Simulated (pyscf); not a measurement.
Structures and frequencies: ωB97X-D3(BJ)/def2-SVP in PySCF.

PBE/def2-TZVP puts the barrier of :HSi–Cl (SMILES [SiH]Cl) [singlet] + NH₃ (SMILES N) → H₂N–Si:–Cl (SMILES N[Si]Cl) [singlet] + H₂ (SMILES [H][H]) (four-centre exchange; singlet surface; H–Si, H–N broken, N–Si, H–H formed) at 10.5 kJ/mol and the reaction energy at -114.4 kJ/mol, from the separated reactants. What do r²SCAN/def2-TZVP, PBE0-D3(BJ)/def2-TZVP, ωB97M-D3(BJ)/def2-TZVP give on the same structures?

r²SCAN: ΔE‡ = 10.8 kJ/mol, ΔE = -123.8 kJ/mol; PBE0-D3(BJ): ΔE‡ = 13.6 kJ/mol, ΔE = -114.2 kJ/mol; ωB97M-D3(BJ): ΔE‡ = 30.4 kJ/mol, ΔE = -115.9 kJ/mol. PBE's barrier matches one of them and lies within 19.9 kJ/mol of the others. Its reaction energy matches one of them and lies within 9.4 kJ/mol of the others. On the reactant side the descent ends in an adduct with a N–Si contact (not fully relaxed), 122.4 kJ/mol under the separated species and 147.7 kJ/mol under the saddle at ωB97X-D3(BJ)/def2-TZVP. What is counted as formed (N–Si) is already present as a longer contact in the reactant adduct; forming that adduct is a step of its own. At the saddle there is also a short H–Si contact that neither side keeps. This is the saddle that the search found; another between the same sides may lie lower.
